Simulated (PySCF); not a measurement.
Molecule: `C=NCCC#N`, C₄H₆N₂.

Bonds (- single, = double, # triple, : aromatic): C1=N2, N2-C3, C3-C4, C4-C5, C5#N6. C1 carries H7, H8; C3 carries H9, H10; C4 carries H11, H12. H7 is cis to C3; H8 is trans to C3.

Frames of a GFN2-xTB Langevin trajectory at 600 K; GIAO PBE0/pcSseg-1 shieldings in PySCF 2.14.0 with density-fitted response routines, gas phase, non-relativistic; equivalent atoms averaged within each frame.

Scale: 13C (186.93 ppm), 1H (31.72 ppm) against TMS; 15N (267.73 ppm) against NH3 (reference shieldings calculated alike). The references are static minima.

Task: How do the shifts (ppm) fluctuate along the trajectory?

Result: 
```csv
time (fs),C1,C5,C3,C4,N2,N6,H7,H8,H9/H10,H11/H12
250,158.8,121.1,67.8,22.9,393.2,294.4,7.62,7.53,4.33,3.29
425,178.9,123.8,66.2,23.6,474.8,302.6,8.81,8.29,4.80,1.12
625,148.6,123.8,69.7,20.2,409.2,311.2,7.96,8.05,3.75,2.59
800,156.8,127.0,61.0,25.9,410.5,310.4,6.87,7.88,2.98,4.09
1000,166.3,123.5,73.5,26.9,508.6,297.2,8.73,7.93,5.41,3.73
mean of frames,161.9,123.9,67.6,23.9,439.3,303.1,8.00,7.94,4.26,2.97
standard deviation,11.4,2.1,4.6,2.6,49.8,7.6,0.81,0.27,0.94,1.17
```

5 frames give an uncertainty of the mean of about the standard deviation over 2.2 at best, since frames this close in time may not be independent; classical motion lacks zero-point vibration, and the reference would need the same averaging.
